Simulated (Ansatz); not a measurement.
Reaction (formal hydrolysis of a B–Cl bond): `OBCl` + H₂O → `OBO` + HCl

Program: Ansatz. Geometries: PBE0-D4/def2-TZVP. ΔE: electronic, gas phase. CBS: def2 TZ/QZ extrapolation, frozen cores. Functionals use def2-TZVPP. One conformer a species, not always the lowest.

```json
{"level": "PBE-D4", "ΔE (kJ/mol)": "-36.3"}
{"level": "r2SCAN-D4", "ΔE (kJ/mol)": "-40.1"}
{"level": "r2SCAN", "ΔE (kJ/mol)": "-40.2"}
{"level": "PBE0", "ΔE (kJ/mol)": "-38.7"}
{"level": "MP2/def2-TZVPP", "ΔE (kJ/mol)": "-37.9"}
{"level": "CCSD/def2-TZVPP", "ΔE (kJ/mol)": "-43.7"}
{"level": "CCSD(T)/def2-TZVPP", "ΔE (kJ/mol)": "-41.8"}
{"level": "CCSD(T)/def2-QZVPP", "ΔE (kJ/mol)": "-39.8"}
```

Problem. What does CCSD(T)/CBS give? (Best estimate.)

Solution. The calculation gave: -38.2 kJ/mol. The listed levels differ from it by 1.9, -1.9, -2.0, -0.5, 0.3, -5.5, -3.6, -1.6 kJ/mol.

Largest T1 diagnostic among the species: 0.013.

In def2-TZVPP, CCSD(T) changes the Hartree–Fock value by +7.2 kJ/mol (the triples alone add +1.9 kJ/mol) and MP2 by +11.1 kJ/mol.
